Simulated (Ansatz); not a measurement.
Two shapes of singlet C₂H₂O₂.

Shape 1:

```xyz
6

C     0.0000    0.0224   -0.6989
C     0.0000   -0.0224    0.6989
O     0.0000    0.9791   -1.2487
O     0.0000   -0.9791    1.2487
H     0.0000   -0.9017   -1.1522
H     0.0000    0.9017    1.1522
```

Shape 2:

```xyz
6

C     0.0000    0.0263   -0.8204
C     0.0000   -0.0263    0.8204
O     0.0000    1.1494   -1.4659
O     0.0000   -1.1494    1.4659
H     0.0000   -1.0585   -1.3526
H     0.0000    1.0585    1.3526
```

Basis set: def2-TZVP (spherical functions). Left uncorrelated: 4 orbitals. Charge 0, multiplicity 1.

Computed with Ansatz (development build ahead of 0.2.0); each method stands on the lowest determinant of its kind that the runs found.

Task: Which shape is lower in energy, and by how much in each method?

Result:

```csv
method,E(2) − E(1) (eV)
RHF,0.678
RHF-MP2,-0.818
```

The methods disagree on the order. Caution: no unrestricted run beside it, a lower state can exist; in another basis set an unrestricted determinant lies well below.
